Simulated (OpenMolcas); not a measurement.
# Worked example: vertical ionisation energy of NClO (SMILES O=NCl)

NClO: 3 atoms, total charge 0, spin state singlet. SMILES: `O=NCl`. The coordinates come from a PBE0-D4/def2-TZVP relaxation.

```xyz
3

O     1.0001   -0.3383    0.5139
N     0.0520   -0.5996   -0.0358
Cl   -1.0521    0.9379   -0.4780
```

Both states at this one shape; open shells run unrestricted unless said. 1 Eh = 27.2114 eV.

| level | program | singlet NClO (Eh) | doublet NClO+ (Eh) | HOMO of the first (eV) |
| --- | --- | --- | --- | --- |
| SVWN5/STO-3G | OpenMolcas | -580.819720 | -580.455924 | -4.76 |
| B3LYP/STO-3G | OpenMolcas | -583.297826 | -582.931183 | -6.00 |
| M06-2X/STO-3G | OpenMolcas | -583.321836 | -582.951369 | -7.53 |

Task: Work out the vertical ionisation energy at each level.

Result: 
1. SVWN5/STO-3G: -580.455924 − (-580.819720) = 0.363796 Eh = 9.90 eV; −ε(HOMO) = 4.76 eV.
2. B3LYP/STO-3G: -582.931183 − (-583.297826) = 0.366643 Eh = 9.98 eV; −ε(HOMO) = 6.00 eV.
3. M06-2X/STO-3G: -582.951369 − (-583.321836) = 0.370467 Eh = 10.08 eV; −ε(HOMO) = 7.53 eV.

No measured value is set beside it here; the levels span 9.90 to 10.08 eV. In semi-local functionals −ε(HOMO) lies far under the ionisation energy, a result of self-interaction, while the difference of totals does much better. Minimal sets are far from the basis-set limit.
